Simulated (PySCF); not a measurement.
Compound: C4H5FN (doublet state).
Z-matrix (Å and degrees, GFN2-xTB geometry), rows numbered from 1:
```
F 
C   1  1.3400
C   2  1.3248  1  121.55
C   3  1.4736  2  122.52  1  -178.41
C   4  1.4938  3  122.75  2    47.54
N   5  1.4042  4   58.64  3  -105.32
H   2  1.0798  1  112.69  3  -180.00
H   3  1.0794  2  120.31  1     1.62
H   4  1.0872  3  113.87  2  -163.99
H   5  1.0863  4  121.29  6   103.82
H   5  1.0852  4  117.64  6  -108.30
```

The hyperfine couplings belong to this conformer and change with its torsions.

As a line formula: `F/C=C/[C@@H]1C[N]1` [radical].

Method: UKS B3LYP, pcH-1 on C F H N, non-relativistic, mean-field spin-orbit, GIAO (PySCF 2.14.0). One conformer (not necessarily the lowest) at the GFN2-xTB geometry, without solvent, vibrations or thermal averaging. The geometry wasn't refined by DFT: couplings that depend on bond lengths, twists or pyramidal angles can differ widely from those at the functional's own minimum. No stability test was run, so a lower SCF solution isn't excluded.

(1) Where do the isotropic ENDOR lines of N6, F1, H11, H9, H10 and H8 fall at 348.9 mT, to first order?

(2) Which pairs are centred on the nuclear Larmor frequency, and which on half the coupling?

(3) At what field would the lower line of N6 fall to zero frequency?

Answers

(1) For S = 1/2 in fast tumbling each set of equivalent nuclei gives two lines, ν± = |νn ± a/2| to first order, with νn = g_N μN B/h and μN/h = 7.62259 MHz/T.

| nuclei | isotope | g_N | νn (MHz) | a_iso (MHz) | lower line (MHz) | upper line (MHz) |
| --- | --- | --- | --- | --- | --- | --- |
| N6 | 14N | 0.4038 | 1.07 | 28.87 | 13.36 | 15.51 |
| F1 | 19F | 5.2577 | 13.98 | 2.95 | 12.51 | 15.46 |
| H11 | 1H | 5.5857 | 14.86 | 132.47 | 51.38 | 81.09 |
| H9 | 1H | 5.5857 | 14.86 | 108.91 | 39.60 | 69.31 |
| H10 | 1H | 5.5857 | 14.86 | 104.13 | 37.21 | 66.92 |
| H8 | 1H | 5.5857 | 14.86 | 2.64 | 13.54 | 16.17 |

(2) Centred on νn, since |a| < 2νn: F1 and H8. Centred on |a|/2 and split by 2νn: N6, H11, H9 and H10.

(3) Where νn = |a|/2, that is B = 14.43 MHz/(0.4038 × 7.62259 MHz/T) = 4690 mT, as far as first order holds there.

Largest spin populations (Mulliken): N6 (+0.91) and H11 (+0.06). No atom but N6 exceeds +0.15.
